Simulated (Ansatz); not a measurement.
Molecule: C2H2, charge 1, multiplicity 2. 
Geometry from a B3LYP-D3(BJ)/def2-TZVP (Ansatz, an electronic-structure program) optimisation:
```xyz
4

C      0.0000     0.0000    -0.6217
C      0.0000     0.0000     0.6217
H      0.0000     0.0000     1.7012
H      0.0000     0.0000    -1.7012
```
Charge +1, spin multiplicity 2.

Parts of the frozen-core correlation energy in cc-pVDZ (Ansatz, hartree). Frozen orbitals: 2; correlated occupied orbitals by spin: 5 and 4; virtual: 31 and 32. UHF or UKS for open shells. No spin-orbit coupling. No relativistic terms.

```tsv
term	value
reference (HF)	-76.46807
MP2 opposite-spin	[?]
MP2 same-spin	[?]
CCSD correlation	[?]
(T)	-0.00765
CCSDT minus CCSD(T)	-0.00086
CCSDT(Q) minus CCSD(T)	-0.00150
T1 diagnostic	0.011
largest doubles amplitude	0.120
<S^2> of the reference	0.754
```

### Question
Some entries are withheld; supply them.

### Answer

- MP2 opposite-spin, value: -0.15689
- MP2 same-spin, value: -0.04564
- CCSD correlation, value: -0.22924
